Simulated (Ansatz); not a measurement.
Basis-set extrapolation for `FC1=CC1Cl` (PBE0-D4/def2-TZVP geometry, frozen core, Ansatz 0.2.0). Multiplicity 1, RHF reference.

```json
{"": "HF", "def2-TZVPP": "-673.691389", "def2-QZVPP": "-673.713411"}
{"": "MP2 correlation", "def2-TZVPP": "-0.903790", "def2-QZVPP": "-0.977623"}
{"": "CCSD(T) correlation", "def2-TZVPP": "-0.970659", "def2-QZVPP": "not run"}
```

Energies in hartree. Use E(X) = E(∞) + A·exp(−7.88·√X) for Hartree–Fock and E(X) = E(∞) + B·X^(−2.97) for correlation, with X = 3 and 4, and add CCSD(T) minus MP2 of the smaller set to the MP2 limit.

Task: What is the CCSD(T) energy at the basis-set limit?

Result: HF limit: -673.713411 + (-0.022022) × 0.13774 = -673.71644. MP2 limit: -0.977623 + (-0.073833) × 0.74074 = -1.03231. Higher-order term: -0.970659 − (-0.903790) = -0.06687. Total: -674.81562 hartree, 4.18 eV below CCSD(T)/def2-TZVPP.
